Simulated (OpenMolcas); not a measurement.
# BH3Cl− (SMILES [H][B-]([H])([H])Cl) at 6 levels

We compute a comparison of 6 runs (HF/3-21G, HF/6-31G**, HF/def2-SVP, HF/6-311++G(3df,3pd), PBE0/def2-SVP, TPSS/6-311+G**) of BH3Cl−. 

The results are computed with OpenMolcas 26.06.

6 further runs of the same task are left out: 1 that didn't finish, 5 set aside as unsound or not needed.

## Step 1: Starting point

The species is BH3Cl− (5 atoms), meant as a singlet with charge -1. As SMILES, `[H][B-]([H])([H])Cl`. The shape is that of a GFN2-xTB optimisation.

Bond lengths: B1–Cl2 1.875 Å, B1–H3 1.207 Å, B1–H4 1.208 Å, B1–H5 1.207 Å. Angles: Cl2–B1–H3 106.7°, Cl2–B1–H4 106.7°, Cl2–B1–H5 106.7°, H3–B1–H4 112.1°, H3–B1–H5 112.2°, H4–B1–H5 112.1°.

## Step 2: Energy and gradient at HF/3-21G (run 1)

File coord.xyz:

```xyz
5

B     -0.001280     0.001630    -0.167010
Cl     0.013600    -0.021140     1.707330
H      1.152300     0.011380    -0.522240
H     -0.586640     1.005700    -0.497000
H     -0.577980    -0.997580    -0.521080
```

File mol.input:

```
* BClH3 Hartree-Fock
>>> EXPORT MOLCAS_PRINT=2

&gateway
 baslib=$CurrDir
 coord=coord.xyz
 basis=3-21G
 group=NoSym

&seward

&scf
 charge=-1
 thresholds=1e-10 1e-07 1e-07 1e-05
 prorbitals=1 1

&alaska
```

The basis set 3-21G is read from a file made from the Basis Set Exchange's data (not shown).

Run with:

```bash
$ export MOLCAS_MEM=1860
$ pymolcas mol.input > mol.log
```

What it wrote:

```text
--- Start Module: gateway ---
[...]
--- Stop Module: gateway /rc=_RC_ALL_IS_WELL_ ---
[...]
      Basis functions           28
[...]
--- Start Module: scf ---
[...]
       Convergence after  13 Iterations
[...]
::    Total SCF energy                               -483.6206490271
[...]
      Total spin, S                                     0.0000000000
[...]
      Total electronic charge=   26.000000
      Total            charge=   -1.000000
[...]
      Dipole Moment (debye):
      Origin of the operator (angstrom)=    0.0092   -0.0143    1.1492
                   X=  1.8823E-02               Y= -3.0959E-02               Z=  2.2649E+00           Total=  2.2652E+00
      Center of Charge (angstrom)
[...]
--- Stop Module: scf /rc=_RC_ALL_IS_WELL_ ---
--- Start Module: alaska ---
[...]
 *              Molecular gradients               *
 **************************************************
  Irreducible representation: a
 ------------------------------------------------------------------------------------------
                              X                       Y                       Z
 ------------------------------------------------------------------------------------------
  B1                4.52779942513505E-04   -9.98038934932166E-04    3.90569464528916E-02
  CL2              -4.07259257405729E-04    6.52990838363843E-04   -5.35502386687865E-02
  H3               -3.35678567047593E-03   -3.70694824053802E-05    4.90641982458617E-03
  H4                1.54808124423922E-03   -2.60381800768417E-03    4.66795508402229E-03
  H5                1.76318374113027E-03    2.98593558666149E-03    4.91891730726823E-03
 ------------------------------------------------------------------------------------------
--- Stop Module: alaska /rc=_RC_ALL_IS_WELL_ ---
[...]
```

Wall time 1.7 s (1 thread of Arm Neoverse V2, shared host); peak memory 0.37 GiB.

## Step 3: Energy and gradient at HF/6-31G(d,p) (spherical functions) (run 2)

File run.inp:

```
* BClH3 Hartree-Fock

&GATEWAY
 BASLIB
 $CurrDir
 COORD
 5
 angstrom
 B       -0.001280       0.001630      -0.167010
 Cl       0.013600      -0.021140       1.707330
 H        1.152300       0.011380      -0.522240
 H       -0.586640       1.005700      -0.497000
 H       -0.577980      -0.997580      -0.521080
 BASIS
 6-31Gss
 GROUP
 NoSym

&SEWARD

&SCF
 CHARGE
 -1
 THRESHOLDS
 1e-10 1e-07 1e-07 1e-05
 PRORBITALS
 1 1

&ALASKA
```

The basis set 6-31G** is read from a file made from the Basis Set Exchange's data (not shown).

Run with:

```bash
$ export MOLCAS_MEM=1860
$ pymolcas run.inp > run.log
```

What it wrote:

```text
--- Start Module: gateway ---
[...]
--- Stop Module: gateway /rc=_RC_ALL_IS_WELL_ ---
[...]
      Basis functions           47
[...]
--- Start Module: scf ---
[...]
       Convergence after  14 Iterations
[...]
::    Total SCF energy                               -485.9509864793
[...]
      Total spin, S                                     0.0000000000
[...]
      Total electronic charge=   26.000000
      Total            charge=   -1.000000
[...]
      Dipole Moment (debye):
      Origin of the operator (angstrom)=    0.0092   -0.0143    1.1492
                   X=  2.1930E-02               Y= -3.5841E-02               Z=  2.6416E+00           Total=  2.6419E+00
      Center of Charge (angstrom)
[...]
--- Stop Module: scf /rc=_RC_ALL_IS_WELL_ ---
--- Start Module: alaska ---
[...]
 *              Molecular gradients               *
 **************************************************
  Irreducible representation: a
 ------------------------------------------------------------------------------------------
                              X                       Y                       Z
 ------------------------------------------------------------------------------------------
  B1                2.97810223039305E-04   -7.57125613768311E-04    1.98057338044784E-02
  CL2              -2.56373796438669E-04    4.21387648881957E-04   -3.43678937365688E-02
  H3               -5.13171690589154E-03   -4.44458969485195E-05    4.94073150798857E-03
  H4                2.44703661568058E-03   -4.14523771635400E-03    4.66948275194756E-03
  H5                2.64324386362080E-03    4.52542157818003E-03    4.95194567218316E-03
 ------------------------------------------------------------------------------------------
--- Stop Module: alaska /rc=_RC_ALL_IS_WELL_ ---
[...]
```

It took 2.5 s on 1 thread of Arm Neoverse V2, shared host; peak memory 0.38 GiB.

Runs 3 to 5 aren't shown in full; the table further down has their settings and results.

## Step 4: Energy and gradient at TPSS/6-311+G(d,p) (run 6)

File calc.input:

```
&GATEWAY
  BasLib=$CurrDir
  Coord
  5
  angstrom
  B       -0.001280       0.001630      -0.167010
  Cl       0.013600      -0.021140       1.707330
  H        1.152300       0.011380      -0.522240
  H       -0.586640       1.005700      -0.497000
  H       -0.577980      -0.997580      -0.521080
  Basis=6-311pGss
  Group=NoSym

&SEWARD
  GridInput
  Grid=UltraFine
  End of Grid

&SCF
  Charge=-1
  KSDFT=2
  1.0 MGGA_X_TPSS
  1.0 MGGA_C_TPSS
  Thresholds=1e-10 1e-07 1e-07 1e-05
  PrOrbitals=1

&ALASKA
```

The basis set 6-311+G** is read from a file made from the Basis Set Exchange's data (not shown).

Run with:

```bash
$ export MOLCAS_MEM=1860
$ pymolcas calc.input > calc.log
```

What it wrote:

```text
--- Start Module: gateway ---
[...]
--- Stop Module: gateway /rc=_RC_ALL_IS_WELL_ ---
[...]
      Basis functions           70
[...]
--- Start Module: scf ---
[...]
       Convergence after  15 Iterations
[...]
::    Total KS-DFT energy                            -486.9777892841
[...]
      Total spin, S                                     0.0000000000
[...]
      Total electronic charge=   26.000000
      Total            charge=   -1.000000
[...]
      Dipole Moment (debye):
      Origin of the operator (angstrom)=    0.0092   -0.0143    1.1492
                   X=  2.3948E-02               Y= -3.8670E-02               Z=  2.8974E+00           Total=  2.8977E+00
      Center of Charge (angstrom)
[...]
--- Stop Module: scf /rc=_RC_ALL_IS_WELL_ ---
[...]
--- Start Module: alaska ---
[...]
 *              Molecular gradients               *
 **************************************************
  Irreducible representation: a
 ------------------------------------------------------------------------------------------
                              X                       Y                       Z
 ------------------------------------------------------------------------------------------
  B1                2.67154133119334E-04   -6.72317837911551E-04    1.70619416023934E-02
  CL2              -2.25169766363442E-04    3.67316813109794E-04   -3.01354581738558E-02
  H3               -6.16886614475609E-03   -5.16793839461238E-05    4.44792483785128E-03
  H4                2.97439120355403E-03   -5.06181544613193E-03    4.16756514915972E-03
  H5                3.15249057444689E-03    5.41849585487952E-03    4.45802658443961E-03
 ------------------------------------------------------------------------------------------
--- Stop Module: alaska /rc=_RC_ALL_IS_WELL_ ---
[...]
```

Wall time 20 s (1 thread of Arm Neoverse V2, shared host); peak memory 0.41 GiB.

## Step 5: All runs side by side

```tsv
run	level	task	SCF convergence threshold	energy (Eh)	HOMO energy (eV)	LUMO energy (eV)	HOMO–LUMO gap (eV)	wall time
1	HF/3-21G	gradient	1e-10	-483.620649	-4.73	12.48	17.21	1.7 s
2	HF/6-31G** (spherical functions)	gradient	1e-10	-485.950986	-4.72	12.69	17.41	2.5 s
3	HF/def2-SVP	gradient	1e-10	-485.800454	-4.54	11.91	16.46	2.1 s
4	HF/6-311++G(3df,3pd) (PCM heptane)	properties	–	-486.040875	-7.52	3.60	11.12	30 s
5	PBE0/def2-SVP	gradient	1e-10	-486.553796	-1.18	8.66	9.84	8.4 s
6	TPSS/6-311+G**	gradient	1e-10	-486.977789	-0.69	4.07	4.76	20 s
```

## Step 6: What came out

| quantity | value |
| --- | --- |
| run 6: total energy | -486.97779 Eh |
| run 6: HOMO energy | -0.69 eV |
| run 6: LUMO energy | 4.07 eV |
| run 6: HOMO–LUMO gap (to an unbound level, set by the basis) | 4.76 eV |
| run 6: largest force on an atom | 1.550 eV/Å |

What this shows: The HOMO–LUMO gap runs from 4.76 eV (TPSS/6-311+G**) to 17.41 eV (HF/6-31G**). The two ends differ in method and basis. The empty levels of an anion lie above zero and hang on the basis. Totals of different functionals can't be ranked against each other. All runs together took 65 s, the longest 30 s.
